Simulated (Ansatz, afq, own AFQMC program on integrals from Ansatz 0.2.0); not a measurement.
**HSe, doublet in def2-TZVP, levels against CCSDT(Q)**

```xyz
2

Se    0.5639   -0.2629    0.2833
H    -0.6084   -0.8077   -0.4243
```

Basis def2-TZVP. Noble-gas cores (and the filled d shells of Ga–Kr and In–Xe) are frozen. Ansatz 0.2.0 and our own AFQMC program on the same integrals; the CISD trial comes from CCSD amplitudes, and released means the phaseless constraint is let go. Free AFQMC starts from the CCSD state and is never constrained. Its projection time is finite, and what remains of the start isn't in its error. ± is one standard error of the sampling. No spin–orbit coupling.

Determinant: UHF, the one that the program's search chose, which needn't be the lowest solution. The geometry is a PBE0/def2-SVP stationary point of this or a neighbouring charge and spin state.

No full CI on the walks' own integrals is used here; CCSDT(Q) serves as the reference and is uncertain by about the last step of the cluster series.

Cautions: no relativity below Rb; no spin-orbit coupling; inner d shell frozen.

The T1 diagnostic is 0.0100. The weight of the determinant in the CISD state is 0.923, the ⟨S²⟩ of the determinant is 0.761 and the size of the correlated space is 7 electrons in 40 orbitals.

```json
{"level": "MP2", "correlation energy (eV)": "-3.5361"}
{"level": "CCSD", "correlation energy (eV)": "-4.1433"}
{"level": "CCSD(T)", "correlation energy (eV)": "-4.2768"}
```

Estimate where free-projection AFQMC lies against CCSD(T) on the same integrals.

25.0 ± 2.4 meV below CCSD(T).

Reference: CCSDT(Q), correlation energy -4.300 eV. The released energy is read at 2.40 1/Eh (meV from the phaseless value at times in 1/Eh: -2.9 ± 1.8 at 0.24, -4.1 ± 1.6 at 0.51, -6.6 ± 1.4 at 0.99, -8.9 ± 1.6 at 1.62, -7.6 ± 1.6 at 2.40).

```tsv
level	E − E(reference) (meV)	share of correlation (%)
CCSD(T)	22.8	99.47
CCSDT	4.2	99.90
ph-AFQMC/CISD	8.0 ± 2.1	99.81
released AFQMC	0.4 ± 1.6	99.99
free AFQMC	-2.2 ± 2.4	100.05
```

Free projections are given only where their last times agree within the noise and don't stop above the reference; a slow remainder of the start can still hide under it. A walk keeps the symmetry of its determinant, which the program's search chose and which needn't be the lowest solution, so a lower state of the same spin and another symmetry isn't excluded. Released energies are given only where the last usable release times agree within the noise; a slower fall can still hide under it.
